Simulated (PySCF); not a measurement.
Gas-phase reaction: H₂BNH₂ + N₂ → HBNH + N₂H₂

Energies from PySCF, thermal terms from the rigid-rotor harmonic-oscillator model, ideal gas at 1 bar. † marks an energy on the PBE0/def2-TZVP geometry and frequencies. CCSD(T) freezes the core. All species are closed-shell singlets. H₂BNH₂, HBNH: computed as isolated molecules; such fragments, hydroxides, amides, oligomers or adducts are transient or little studied in the gas. CCSD(T) isn't extrapolated to the basis-set limit; its ΔH°(298 K) is 342.0 kJ in def2-SVP and 339.1 kJ in def2-TZVPP. The harmonic model lacks anharmonicity and excited electronic states, which grow with temperature; levels with a mode under 35 cm⁻¹ are left out.

ΔH° and ΔS° at 298 K: BLYP/def2-TZVP† 311 kJ, 8 J/K; CCSD(T)/def2-SVP† 342 kJ, 8 J/K; CCSD(T)/def2-TZVPP† 339 kJ, 8 J/K; LDA/def2-TZVP† 292 kJ, 8 J/K; ωB97X-V/def2-TZVP† 337 kJ, 8 J/K.

Question: With the heat capacities included, give log10 K (1 bar) at 500, 800, 1600, 1800, 2000 K from BLYP/def2-TZVP†, CCSD(T)/def2-SVP†, CCSD(T)/def2-TZVPP†, LDA/def2-TZVP†, ωB97X-V/def2-TZVP†.

Answer: 
| T (K) | BLYP/def2-TZVP† | CCSD(T)/def2-SVP† | CCSD(T)/def2-TZVPP† | LDA/def2-TZVP† | ωB97X-V/def2-TZVP† |
|---|---|---|---|---|---|
| 500 | -32.0 | -35.3 | -35.0 | -30.1 | -34.7 |
| 800 | -19.8 | -21.8 | -21.7 | -18.6 | -21.5 |
| 1600 | -9.6 | -10.7 | -10.6 | -9.0 | -10.5 |
| 1800 | -8.5 | -9.4 | -9.3 | -8.0 | -9.3 |
| 2000 | -7.6 | -8.4 | -8.3 | -7.1 | -8.3 |
